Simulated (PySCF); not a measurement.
Does the answer move with the share of exact exchange?

Compound: C₄H₅FO.
SMILES with atom numbers: `[CH3:1][O:2][C:3]1=[CH:4][C@@H:5]1[F:6]` (hydrogens: H7, H8, H9 on C1; H10 on C4; H11 on C5)

Torsions of this conformer, `[CH3:1][O:2][C:3]1=[CH:4][C@@H:5]1[F:6]`: C1–O2–C3–C4 178°.

PySCF, def2-SVPD basis, density fitting, gas phase, PBE0-D3(BJ)/def2-SVP geometry; singlet excitations by full TDDFT with frozen cores, triplets by Tamm–Dancoff TDDFT and ionisation energies by ΔSCF, from the lowest of the holes tried. One functional is left out:

```json
{"functional": "LDA", "exact exchange (%)": "0", "HOMO energy (eV)": "-6.35", "LUMO energy (eV)": "-0.89", "lowest singlet excitation (eV)": "6.25", "lowest triplet excitation (eV)": "4.92", "mean polarisability (au)": "54.3", "vertical ionisation energy (eV)": "9.61"}
{"functional": "PBE", "exact exchange (%)": "0", "HOMO energy (eV)": "-6.17", "LUMO energy (eV)": "-0.62", "lowest singlet excitation (eV)": "6.15", "lowest triplet excitation (eV)": "4.79", "mean polarisability (au)": "53.9", "vertical ionisation energy (eV)": "9.38"}
{"functional": "PBE0", "exact exchange (%)": "25", "HOMO energy (eV)": "-7.38", "LUMO energy (eV)": "0.41", "lowest singlet excitation (eV)": "6.86", "lowest triplet excitation (eV)": "4.80", "mean polarisability (au)": "51.6", "vertical ionisation energy (eV)": "9.53"}
{"functional": "BHandHLYP", "exact exchange (%)": "50", "HOMO energy (eV)": "-8.47", "LUMO energy (eV)": "1.09", "lowest singlet excitation (eV)": "7.12", "lowest triplet excitation (eV)": "4.79", "mean polarisability (au)": "50.2", "vertical ionisation energy (eV)": "9.52"}
```

Q: Predict the row of B3LYP (20 % exact exchange) by straight lines through the other rows, and check it.

A: 
```tsv
property	line	computed	computed − line	PBE0 (25 %), for comparison
HOMO energy (eV)	-7.15	-7.16	-0.01	-7.38
LUMO energy (eV)	0.04	0.14	+0.10	0.41
lowest singlet excitation (eV)	6.62	6.59	-0.03	6.86
lowest triplet excitation (eV)	4.82	4.82	0.00	4.80
mean polarisability (au)	52.4	52.3	-0.1	51.6
vertical ionisation energy (eV)	9.51	9.54	+0.03	9.53
```

Q: Which of these properties follows the share of exact exchange most closely, and which least?

A: Most closely the HOMO energy, least the vertical ionisation energy; the correlations over the tabulated rows are HOMO energy -0.998, mean polarisability -0.987, LUMO energy 0.984, lowest singlet excitation 0.974, lowest triplet excitation -0.521, vertical ionisation energy 0.146. The HOMO energy moves by -0.443 eV for every 10 %. Functionals with the same share still differ in their other parts: at 0 % LDA and PBE differ by 0.18 eV in it.
